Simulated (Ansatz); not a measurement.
Write a Python script for Ansatz's Python interface that makes vertical and adiabatic energies of changing the electron count of CH3NS, SMILES N=CS. Level of theory (for the species named): CAM-B3LYP, def2-SVP basis, multiplicity 1.

```xyz
6

N    -1.0131   -0.7386   -0.5842
C    -0.0955    0.0012   -0.1215
S     0.6349   -0.4874    1.3522
H    -1.3233   -0.2641   -1.4724
H     0.2774    0.9035   -0.6469
H     1.5616    0.5213    1.4267
```

`run_adiabatic.py`
```python
"""Vertical and adiabatic ionisation of CH3NS."""

import itertools

import ansatz as az
from ase import Atoms
from ase.data import atomic_numbers, covalent_radii
import numpy as np

atoms = Atoms(["N", "C", "S", "H", "H", "H"], positions=[
    (-1.0131, -0.7386, -0.5842),
    (-0.0955, 0.0012, -0.1215),
    (0.6349, -0.4874, 1.3522),
    (-1.3233, -0.2641, -1.4724),
    (0.2774, 0.9035, -0.6469),
    (1.5616, 0.5213, 1.4267),
])
system = az.Crystal.molecule_from_ase(atoms)

calculation = (
    system.calculation()
    .basis(gaussian="def2-SVP")
    .functional("cam_b3lyp")
)
symbols = [site.symbol for site in system.cartesian_sites]
start = np.array([site.position_ang for site in system.cartesian_sites], dtype=float)
summary = calculation.relax(force_tolerance=0.01).run(threads=1, pin="off").report
end = np.array(summary["positions_ang"])

minimum = az.Crystal.molecule()
for symbol, place in zip(symbols, end):
    minimum = minimum.atom(symbol, place.tolist())
ion = (
    minimum.calculation()
    .basis(gaussian="def2-SVP")
    .functional("cam_b3lyp")
    .charge(1)
    .spin("collinear", total=1)
)
vertical = ion.run(threads=1, pin="off").report
settled = ion.relax(force_tolerance=0.01, max_steps=80).run(threads=1, pin="off").report
print(f"vertical ionisation energy   {vertical['free_energy_ev'] - summary['free_energy_ev']:.3f} eV")
print(f"adiabatic, no zero point     {settled['free_energy_ev'] - summary['free_energy_ev']:.3f} eV")
print(f"relaxation energy of the ion {vertical['free_energy_ev'] - settled['free_energy_ev']:.3f} eV")
ionised = np.array(settled["positions_ang"])
# pairs closer than 1.2 times the sum of covalent radii, before or after
radius = [covalent_radii[atomic_numbers[s]] for s in symbols]
span = lambda where, i, j: np.linalg.norm(where[i] - where[j])
bonded = [(i, j) for i, j in itertools.combinations(range(len(symbols)), 2) if min(span(end, i, j), span(ionised, i, j)) < 1.2 * (radius[i] + radius[j])]
print("pair        before    after (A)")
for i, j in bonded:
    print(f"{symbols[i]}{i}-{symbols[j]}{j}".ljust(10), f"{span(end, i, j):8.4f} {span(ionised, i, j):8.4f}")
```

`python run_adiabatic.py` gives:
```text
vertical ionisation energy   9.655 eV
adiabatic, no zero point     9.571 eV
relaxation energy of the ion 0.084 eV
pair        before    after (A)
N0-C1        1.2600   1.2808
N0-H3        1.0228   1.0305
C1-S2        1.7670   1.7266
C1-H4        1.1046   1.1029
S2-H5        1.3480   1.3624
```

Caveats:
- These settings explore the input space; basis and method may be short of convergence.
- The energies are electronic: no zero-point or thermal terms, and the basis set is short of its limit. The product may relax into another structure. The relaxation finds the nearest minimum, so the adiabatic value is an upper bound.
- Run time: 47 s on 1 thread of Intel(R) Xeon(R) 6975P-C (Granite Rapids), with other jobs on the host, peak memory 0.24 GiB.
